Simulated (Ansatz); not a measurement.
# C4H10N2: up Jacob's ladder to CCSD(T)

One table from this session's results is given with a row withheld; the runs are named, their logs left out.

Computed with Ansatz 0.2.0, Gaussian basis. Level: functionals in def2-TZVPP, the program's frozen cores in correlated methods.

The runs, in order: LDA (SPW92), PBE-D4, revPBE-D4, BLYP-D4, r2SCAN-D4, B97M-V, PBE0-D4, B3LYP-D4, r2SCANh-D4, r2SCAN0-D4, HSE06-D4, BHLYP-D4, CAM-B3LYP-D4, LC-ωPBE, ωB97X-V, ωB97M-V, B2PLYP, PBE-QIDH; CCSD(T)/def2-SVP; CCSD(T)/def2-TZVPP; MP2/def2-QZVPP; extrapolation to the limit; RPA on PBE.

## The geometry

All runs share one geometry, relaxed beforehand with PBE0-D4 in a triple-zeta def2 set.

SMILES `C1CNCCN1`, 16 atoms, charge 0, spin multiplicity 1.

Atoms are counted from 1 here; the program's logs count them from 0.

Bond lengths: C1–C2 1.543 Å, C1–N6 1.449 Å, C1–H7 1.095 Å, C1–H8 1.092 Å, C2–N3 1.454 Å, C2–H9 1.104 Å, C2–H10 1.095 Å, N3–C4 1.448 Å, N3–H11 1.010 Å, C4–C5 1.540 Å, C4–H12 1.105 Å, C4–H13 1.092 Å, C5–N6 1.457 Å, C5–H14 1.092 Å, C5–H15 1.096 Å, N6–H16 1.012 Å. Angles: C2–C1–N6 112.9°, C2–C1–H7 110.0°, C2–C1–H8 110.3°, N6–C1–H7 107.4°, N6–C1–H8 109.6°, H7–C1–H8 106.4°, C1–C2–N3 108.7°, C1–C2–H9 109.1°, C1–C2–H10 110.5°, N3–C2–H9 112.8°, N3–C2–H10 108.4°, H9–C2–H10 107.3°, C2–N3–C4 110.8°, C2–N3–H11 110.8°, C4–N3–H11 111.5°, N3–C4–C5 107.7°, N3–C4–H12 112.3°, N3–C4–H13 109.5° and more.

The first run:

Input file in.yaml:

```yaml
crystal:
  periodic: [false, false, false]
  atoms:
    - {symbol: C, position_ang: [-0.660468, 0.190501, 1.217171]}
    - {symbol: C, position_ang: [0.876098, 0.076300, 1.128368]}
    - {symbol: N, position_ang: [1.273009, 0.192448, -0.265915]}
    - {symbol: C, position_ang: [0.421606, -0.617412, -1.112792]}
    - {symbol: C, position_ang: [-0.969629, 0.042597, -1.145150]}
    - {symbol: N, position_ang: [-1.246249, 0.823814, 0.053027]}
    - {symbol: H, position_ang: [-1.105161, -0.805877, 1.306576]}
    - {symbol: H, position_ang: [-0.947929, 0.739342, 2.116774]}
    - {symbol: H, position_ang: [1.193586, -0.877044, 1.585287]}
    - {symbol: H, position_ang: [1.354135, 0.883054, 1.692866]}
    - {symbol: H, position_ang: [2.247251, -0.046581, -0.382403]}
    - {symbol: H, position_ang: [0.338755, -1.657899, -0.751013]}
    - {symbol: H, position_ang: [0.845867, -0.664098, -2.118383]}
    - {symbol: H, position_ang: [-1.051793, 0.709788, -2.005975]}
    - {symbol: H, position_ang: [-1.740727, -0.727882, -1.259149]}
    - {symbol: H, position_ang: [-0.828358, 1.738929, -0.059309]}
basis:
  gaussian: {orbitals: def2-TZVPP}
hamiltonian: {xc: lda}
output: {orbitals: {seedname: orbitals}}
```

The run is started by

```
ansatz run in.yaml --threads 2 --pin off --events-out ev --progress --plain --max-ram 32768MiB --backend cuda --devices 0, --max-vram 18GiB
```

Among the steps run: LDA; PBE-D4 (GGA); revPBE-D4 (GGA); BLYP-D4 (GGA); r2SCAN-D4 (meta-GGA); B97M-V (meta-GGA); B3LYP-D4 (hybrid); r2SCANh-D4 (hybrid); r2SCAN0-D4 (hybrid); HSE06-D4 (hybrid); BHLYP-D4 (hybrid); CAM-B3LYP-D4 (range-separated); LC-ωPBE (range-separated); ωB97X-V (range-separated); ωB97M-V (range-separated); B2PLYP (double hybrid); PBE-QIDH (double hybrid).

One of the session's tables, all rows but one given; the rest of the session is left out.

It belongs to the step «Orbital energies across the functionals». 

```
  functional  HOMO (eV)  LUMO (eV)  gap (eV)
 LDA (SPW92)      -4.97       0.01      4.98
      PBE-D4      -4.85       0.18      5.03
   revPBE-D4      -4.80       0.25      5.05
     BLYP-D4      -4.76       0.17      4.93
   r2SCAN-D4      -5.10       0.86      5.96
      B97M-V      -5.30       0.34      5.64
     PBE0-D4          ?          ?         ?
    B3LYP-D4      -6.03       0.67      6.69
  r2SCANh-D4      -5.62       1.11      6.73
  r2SCAN0-D4      -6.41       1.46      7.87
    HSE06-D4      -5.83       0.64      6.47
    BHLYP-D4      -7.58       1.62      9.21
CAM-B3LYP-D4      -7.66       1.77      9.43
     LC-ωPBE      -8.98       3.07     12.05
     ωB97X-V      -8.67       2.87     11.53
     ωB97M-V      -8.60       2.43     11.02
```

**Question.** Estimate the row for PBE0-D4.

**Answer.** HOMO (eV): -6.23; LUMO (eV): 1.00; gap (eV): 7.24. In the column «HOMO (eV)» it lies between r2SCAN0-D4 (-6.41) and B3LYP-D4 (-6.03).
